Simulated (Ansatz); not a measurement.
We consider K₂ZnTe₂ (Ibam, No. 72; cell taken from a computed entry), described by LDA (Ansatz, a quantum-chemistry and plane-wave program, plane waves, PAW).

Settings: plane-wave cutoff 520 eV, 8×8×8 k mesh, Fermi–Dirac smearing 0.01 eV, scalar-relativistic PAW data made under PBE.

Cell (relaxed with PBEsol):

```xyz
10
Lattice="-3.6076 6.9633 3.4441 3.6076 -6.9633 3.4441 3.6076 6.9633 -3.4441" Properties=species:S:1:pos:R:3 pbc="T T T"
K      1.3250     5.0106     3.4441
K      2.2826     1.9527     0.0000
K      1.3250     8.9160     0.0000
K      2.2826    -1.9527     3.4441
Zn     0.0000     0.0000     5.1661
Zn     0.0000     0.0000     1.7220
Te     1.3998     1.4960     3.4441
Te     2.2078     5.4674     0.0000
Te    -2.2078     5.4674     3.4441
Te     5.8154     1.4960     0.0000
```

Problem. What does this level give for the band gap and smallest direct gap on the k points sampled?

Solution. 
- band gap = 1.95 eV
- smallest direct gap on the k points sampled = 1.98 eV

Note: cell and atoms aren't relaxed at this level (pressure -1.3 GPa); this cell isn't known to be the ambient phase, and symmetry holds it in the calculation.

Spin–orbit coupling is not included; with these elements it can move the gap by several tenths of an eV or more.

The computed numbers hold no vibrational or temperature effects.
